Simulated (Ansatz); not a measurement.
Born–Oppenheimer molecular dynamics of C2H5N (8 atoms, charge 0, multiplicity 1). It starts at the highest image of a converged band. Of that band: Neighbouring images differ by up to 1.5 eV, so the band resolves the path poorly. A vibrational analysis at the climbing image gives one clearly imaginary mode, 1873i cm⁻¹: a first-order saddle point.

All numbers below come from RKS PBE-D4/def2-TZVP (Ansatz 0.2.0).

```json
{"ensemble": "NVE (velocity Verlet)", "time step": "0.5 fs", "steps asked": "200", "starting velocities drawn for": "100 K", "seed": "11982"}
```

First frame:

```xyz
8
Properties=species:S:1:pos:R:3
C -1.101 0.777 -0.764
N 0.138 0.433 -0.505
C 0.634 -0.488 0.527
H -1.918 0.344 -0.124
H -0.015 1.091 -1.485
H -0.229 -0.831 1.126
H 1.128 -1.349 0.055
H 1.363 0.024 1.170
```

Task: How far do the bonds stretch over the last three quarters of this one trajectory? (Pairs bonded in most of those frames.)

Result: 
```tsv
bond	mean (Å)	spread (Å)	shortest	longest
C1–N2	1.272	0.045	1.19	1.39
C1–H4	1.163	0.124	0.94	1.40
N2–C3	1.470	0.072	1.34	1.57
C3–H6	1.112	0.016	1.08	1.15
C3–H7	1.102	0.006	1.09	1.12
C3–H8	1.103	0.019	1.07	1.13
```

Mean temperature of the second half: 2075 K. The conserved energy wandered by up to 5.3 meV per atom (net -1.7 meV per atom), which is poor conservation. The system heated up, since it started high on the potential surface and ran downhill. A run of 0.1 ps of so small a system gives no equilibrium averages. The orbitals stay closed-shell, which can raise the energy where a bond breaks towards radicals; this wasn't checked here.

Time of the run: 2.6 min on 2 threads of AMD EPYC 7R13 Processor (Zen 3), with other jobs on the host, peak memory 0.18 GiB.
